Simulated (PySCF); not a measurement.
# How well do the runs reproduce experiment for acetyl fluoride?

**What was measured.**

NIST CCCBDB Release 22 (SRD 101), experimental dipoles lists, for the gas: dipole moment (microwave Stark effect) 2.96 D.

The runs below try to reproduce these values; the comparison stands at the end.

Species: acetyl fluoride, C₂H₃FO.
Atom-mapped SMILES: `[CH3:1][C:2](=[O:3])[F:4]` (hydrogens: H5, H6, H7 on C1)

Cartesian coordinates in Å at the PBE0-D3(BJ)/def2-SVP level; atoms count from 1:
```xyz
7
C2H3FO angstrom
C     -0.6385   -0.0712   -0.1213
C      0.8356   -0.0390    0.1041
O      1.6403   -0.8657   -0.1543
F      1.2071    1.1257    0.6632
H     -1.1682    0.2082    0.8002
H     -0.9443   -1.0677   -0.4577
H     -0.9003    0.6758   -0.8862
```

The PySCF runs (gas phase, on this PBE0-D3(BJ)/def2-SVP geometry; no spin–orbit coupling):

| level | job | basis functions | wall time |
| --- | --- | --- | --- |
| PBE0-D3(BJ)/def2-SVP, grid level 1 | geometry optimisation from a GFN2-xTB start shaken at random | 71 | 7.5 s |
| PBE0/IGLO-III | shieldings, charges and field gradients | 170 | 7.0 s |
| PBE0/aug-cc-pVDZ | shieldings, charges and field gradients | 119 | 4.8 s |
| PBE0/cc-pVDZ | shieldings, charges and field gradients | 71 | 2.9 s |
| PBE0/cc-pVTZ | shieldings, charges and field gradients | 162 | 7.0 s |
| PBE0/pcSseg-0 | shieldings, charges and field gradients | 42 | 1.8 s |
| BHandHLYP/def2-SVPD | 10 singlets by full TDDFT, 4 Tamm–Dancoff triplets, polarisability, ΔSCF ions | 110 | 9.3 s |
| CAM-B3LYP/def2-SVPD | 10 singlets by full TDDFT, 4 Tamm–Dancoff triplets, polarisability, ΔSCF ions | 110 | 11 s |
| HF/def2-SVPD | 10 singlets by TDHF, 4 Tamm–Dancoff triplets, polarisability, ΔSCF ions | 110 | 2.9 s |
| LDA/def2-SVPD | 10 singlets by full TDDFT, 4 Tamm–Dancoff triplets, polarisability, ΔSCF ions | 110 | 12 s |
| PBE/def2-SVPD | 10 singlets by full TDDFT, 4 Tamm–Dancoff triplets, polarisability, ΔSCF ions | 110 | 16 s |
| PBE0/def2-SVPD | 10 singlets by full TDDFT, 4 Tamm–Dancoff triplets, polarisability, ΔSCF ions | 110 | 9.1 s |

Hardware: an Arm Neoverse V2 with one thread, on a shared host.

Results beside the measurements:

**Dipole moment.** Measured: 2.96 D (NIST CCCBDB Release 22 (SRD 101), experimental dipoles).

```
               level  computed (D)  computed − measured (D)  % (from the printed values)
PBE0-D3(BJ)/def2-SVP          2.84                    -0.12                           -4
       PBE0/IGLO-III          2.98                    +0.02                           +1
    PBE0/aug-cc-pVDZ          2.98                    +0.02                           +1
        PBE0/cc-pVDZ          2.76                    -0.20                           -7
        PBE0/cc-pVTZ          2.89                    -0.07                           -2
       PBE0/pcSseg-0          3.04                    +0.08                           +3
 BHandHLYP/def2-SVPD          3.13                    +0.17                           +6
 CAM-B3LYP/def2-SVPD          3.05                    +0.09                           +3
        HF/def2-SVPD          3.30                    +0.34                          +11
       LDA/def2-SVPD          2.97                    +0.01                            0
       PBE/def2-SVPD          2.88                    -0.08                           -3
      PBE0/def2-SVPD          3.00                    +0.04                           +1
```

12 of the 13 levels run are shown, the closest and the furthest among them. Closest is LDA/def2-SVPD (+0.01 D), furthest HF/def2-SVPD (+0.34 D); one molecule doesn't rank methods. The computed dipoles belong to one fixed geometry; measured ones are averaged over vibrations unless marked μe. Magnitudes are compared, not signs.

No measured geometry was used, and the causes of the misses weren't examined.
